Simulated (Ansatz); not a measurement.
`[SiH]O[SiH3]` + NH₃ → `N[SiH]` + `O[SiH3]`  (ligand exchange at the Si–O bond)

Computed with Ansatz on PBE0-D4/def2-TZVP structures; ΔE is electronic, products minus reactants. CCSD(T)/CBS adds triple-zeta CCSD(T) − MP2 to the extrapolated MP2 energy (def2 sets, frozen cores). This one scheme is used for every species. DFT in def2-TZVPP. B3LYP here is the variant with VWN-RPA as its local correlation; programs differ in this. HSE06 is defined as in plane-wave codes.

`[SiH]O[SiH3]`:

Cartesian coordinates in Å:
```
Si -0.677 1.498 1.543
O 0.402 0.734 0.564
Si 0.520 -0.468 -0.564
H -1.933 0.688 1.137
H -0.809 -1.101 -0.765
H 1.001 0.124 -1.836
H 1.496 -1.474 -0.079
```

NH₃:

Z-matrix (Å, degrees):
```
N
H 1 1.013
H 1 1.013 2 107.1
H 1 1.013 2 107.1 3 -114.5
```

`N[SiH]`:

```xyz
5

N    -0.489   -0.170    0.224
Si    0.541    1.123   -0.201
H    -0.302   -1.151    0.086
H    -1.385   -0.013    0.658
H     1.635    0.211   -0.766
```

`O[SiH3]`:

Z-matrix (Å, degrees):
```
Si
O 1 1.648
H 1 1.489 2 111.7
H 1 1.489 2 111.7 3 120.9
H 1 1.481 2 105.9 3 -119.6
H 2 0.957 1 117.9 3 -60.5
```

| level | ΔE (kJ/mol) | difference from CCSD(T)/CBS |
| --- | --- | --- |
| LDA (SPW92) | 9.5 | -14.1 |
| revPBE-D4 | 16.8 | -6.8 |
| BLYP-D4 | 24.3 | 0.7 |
| r2SCAN-D4 | 17.3 | -6.3 |
| B97M-V | 23.9 | 0.3 |
| PBE0-D4 | 17.7 | -5.9 |
| r2SCANh-D4 | 18.0 | -5.6 |
| r2SCAN0-D4 | 19.0 | -4.6 |
| HSE06-D4 | 17.5 | -6.1 |
| BHLYP-D4 | 29.0 | 5.4 |
| CAM-B3LYP-D4 | 24.4 | 0.8 |
| ωB97X-V | 21.9 | -1.7 |
| ωB97M-V | 22.4 | -1.2 |
| B2PLYP | 22.3 | -1.3 |
| PBE-QIDH | 19.2 | -4.4 |
| PBE | 13.1 | -10.5 |
| revPBE | 13.5 | -10.1 |
| r2SCAN | 16.6 | -7.0 |
| PBE0 | 15.2 | -8.4 |
| B3LYP | 20.8 | -2.8 |
| r2SCANh | 17.2 | -6.4 |
| r2SCAN0 | 18.1 | -5.5 |
| HSE06 | 15.1 | -8.5 |
| BHLYP | 24.2 | 0.6 |
| CAM-B3LYP | 21.7 | -1.9 |
| LC-ωPBE | 17.0 | -6.6 |
| RPA@PBE/def2-TZVPP | 24.8 | 1.2 |
| HF/def2-SVP | 24.0 | 0.4 |
| MP2/def2-SVP | 15.4 | -8.2 |
| CCSD/def2-SVP | 18.5 | -5.1 |
| CCSD(T)/def2-SVP | 17.2 | -6.4 |
| HF/def2-TZVPP | 29.9 | 6.3 |
| MP2/def2-TZVPP | 22.5 | -1.1 |
| SCS-MP2/def2-TZVPP | 24.7 | 1.1 |
| CCSD/def2-TZVPP | 25.0 | 1.4 |
| CCSD(T)/def2-TZVPP | 23.7 | 0.1 |
| SCS-MP2/def2-QZVPP | 24.9 | 1.3 |
| HF/CBS(def2) | 31.5 | 7.9 |
| MP2/CBS(def2) | 22.3 | -1.3 |
| CCSD/CBS(def2) | 24.9 | 1.3 |
| CCSD(T)/CBS | 23.6 | 0 |

Largest T1 diagnostic among the species: 0.015.

In def2-TZVPP, CCSD(T) changes the Hartree–Fock value by −6.1 kJ/mol (the triples alone add −1.3 kJ/mol) and MP2 by −7.4 kJ/mol. From BLYP to BHLYP (50 % exact exchange), in def2-TZVPP and without D4, ΔE moves by +4.7 kJ/mol. At CCSD(T), def2-SVP lies −6.4 kJ/mol from the extrapolated value and def2-TZVPP +0.1 kJ/mol.
